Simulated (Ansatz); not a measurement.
Energy needed to pull apart C2HFO (SMILES OC#CF), closed shell, into free ground-state atoms, from the structure below (displaced at random from a GFN2-xTB minimum); no zero-point or spin–orbit terms; open-shell atoms are treated unrestricted, in their ground-state multiplicity.

```xyz
5
angstrom
O 0.5458 1.3242 0.0947
C 0.0934 0.1194 0.1811
C -0.0811 -1.0546 -0.0226
F -0.5189 -2.2589 0.2033
H -0.0295 1.8837 -0.4440
```

Ansatz 0.2.0; basis: def2-TZVPP; cores frozen in the correlated methods. B3LYP uses VWN-RPA correlation.

```json
{"method": "PBE-D4", "atomization energy (eV)": "22.46"}
{"method": "revPBE-D4", "atomization energy (eV)": "21.49"}
{"method": "r2SCAN-D4", "atomization energy (eV)": "?"}
{"method": "PBE0-D4", "atomization energy (eV)": "21.28"}
{"method": "B3LYP-D4", "atomization energy (eV)": "21.00"}
{"method": "wB97M-V", "atomization energy (eV)": "?"}
{"method": "HF", "atomization energy (eV)": "12.94"}
{"method": "MP2", "atomization energy (eV)": "21.38"}
{"method": "CCSD", "atomization energy (eV)": "19.62"}
{"method": "CCSD(T)", "atomization energy (eV)": "20.25"}
```

(1) What does wB97M-V give? (An estimate is asked for; the value comes from the calculation.)

(2) What does r2SCAN-D4 give? (To be estimated.)

No T1 diagnostic of these runs exceeds 0.014.

Results:

(1) The calculation gives: 21.09 eV, which is about 0.84 eV more than CCSD(T)/def2-TZVPP.

(2) By the calculation: 21.17 eV, which is about 0.92 eV more than CCSD(T)/def2-TZVPP.

In triple zeta the MP2 and coupled-cluster atomization energies are still short of their basis limit by a few kcal/mol a bond, whereas those of the functionals are nearly converged, so these differences are not deviations from converged CCSD(T).

For scale, one of the runs: CCSD(T)/def2-TZVPP forces, 138 basis functions (an equivalent command: `ansatz run in.yaml --threads 4`). Hardware: 4 CPU threads, shared host. Wall time 44 s; peak host memory 1.5 GiB.
